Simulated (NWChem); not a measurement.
System: C₂H₄O₂, triplet; SMILES of the neutral closed-shell parent COC=O

NWChem input:

```
start job
memory heap 200 mb stack 900 mb global 1100 mb
geometry units angstroms noautosym nocenter noautoz
  C     -0.493482    -1.359606    -0.067148
  O      0.546940    -0.497949     0.357976
  C      0.586885     0.727833    -0.230279
  O     -0.229004     1.575812     0.395722
  H     -0.412315    -1.574312    -1.147845
  H     -0.386002    -2.295501     0.496888
  H     -1.485975    -0.926302     0.138487
  H      0.512196     0.774685    -1.336711
end
basis spherical
  * library def2-svp
end
dft
  odft
  mult 3
  xc m06-2x
  iterations 150
end
cosmo
  do_cosmo_smd true
  solvent ethanol
end
task dft energy
```

The geometry was optimised at PBE0/def2-SVP, spin-unrestricted. The spin multiplicity was typed, not searched, and may not be the lowest. No stability test was run on the SCF state. Solvent: ethanol.

Level: M06-2X/def2-SVP with SMD (1 M gas to 1 M solution), gas-phase geometry. Reactions with the solvent are ignored.

**Question.** Give the results of this calculation. (M06-2X/def2-SVP, spin-unrestricted, SMD on the gas-phase geometry.) Quantities: solvation free energy (kcal/mol); cavity-dispersion-structure term (kcal/mol); dipole in solution (D).

**Answer.** 
| Item | Value |
|---|---|
| solvation free energy (kcal/mol) | -1.5 |
| cavity-dispersion-structure term (kcal/mol) | 3.7 |
| dipole in solution (D) | 3.01 |
